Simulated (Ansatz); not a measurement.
Relaxation of BClHS (4 atoms, charge -1, multiplicity 1), to a largest force component of 0.02 eV/Å in at most 40 steps.

Computed with RKS PBE-D4/def2-mTZVP in Ansatz 0.2.0.

```xyz
4
Properties=species:S:1:pos:R:3
S -1.577 -0.657 0.020
B -0.061 0.091 -0.081
Cl 1.461 -0.538 0.720
H 0.177 1.103 -0.658
```

Question: Where does it end, and by what steps?

Answer: The forces met the threshold. Limits of this set-up: an anion without diffuse functions, the dipole of an ion depends on the origin. After 5 steps the energy has fallen by 0.057 eV; Cl3 moved furthest, 0.05 Å.

```json
{"step": "0", "energy less start (eV)": "0.0000", "largest force component (eV/Å)": "1.059", "accepted": "yes"}
{"step": "1", "energy less start (eV)": "-0.0354", "largest force component (eV/Å)": "0.442", "accepted": "yes"}
{"step": "2", "energy less start (eV)": "-0.0523", "largest force component (eV/Å)": "0.328", "accepted": "yes"}
{"step": "3", "energy less start (eV)": "-0.0552", "largest force component (eV/Å)": "0.124", "accepted": "yes"}
{"step": "4", "energy less start (eV)": "-0.0569", "largest force component (eV/Å)": "0.077", "accepted": "yes"}
{"step": "5", "energy less start (eV)": "-0.0572", "largest force component (eV/Å)": "0.007", "accepted": "yes"}
```

```xyz
4
Properties=species:S:1:pos:R:3
S -1.619 -0.676 0.021
B -0.085 0.100 -0.085
Cl 1.506 -0.546 0.733
H 0.198 1.123 -0.669
```

Whether the end is a true minimum wasn't checked by a vibrational analysis.

The run took 11 s on 1 thread of Arm Neoverse N1, with other jobs on the host, peak memory 0.11 GiB.
